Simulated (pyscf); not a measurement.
Optimised with ωB97X-D3(BJ)/def2-SVP in PySCF. MP2 and CC: frozen core, UHF for open shells. ΔMP2 is the change of the MP2 total energy from the triple- to the quadruple-zeta basis.

Task: For HO–Si:–OH (SMILES O[Si]O) [singlet] + HCl (SMILES Cl) → HO–SiH(OH)–Cl (SMILES O[SiH](O)Cl), an insertion (singlet surface; Cl–H broken, Cl–Si, H–Si formed), PBE/def2-TZVP gives ΔE‡ = 9.0 kcal/mol and ΔE = -54.1 kcal/mol (zero: the separated reactants). In which direction and how far do r²SCAN/def2-TZVP, B3LYP-D3(BJ)/def2-TZVP, CCSD(T)/def2-TZVPP + ΔMP2(QZVPP) move these?

Result: r²SCAN: ΔE‡ = 8.7 kcal/mol, ΔE = -61.9 kcal/mol; B3LYP-D3(BJ): ΔE‡ = 13.6 kcal/mol, ΔE = -56.7 kcal/mol; CCSD(T): ΔE‡ = 18.5 kcal/mol, ΔE = -57.5 kcal/mol. PBE's barrier lies among them. Its reaction energy lies over all of them, by 2.6 to 7.8 kcal/mol. The same reactants have a lower exit, to H₂O + HO–Si:–Cl [singlet] (barrier +7.9 kcal/mol at ωB97M-D3(BJ), against +19.2 kcal/mol here). This is the saddle that the search found; another between the same sides may lie lower. The CCSD(T) − MP2 part came from Ansatz, without density fitting, on the same reference.
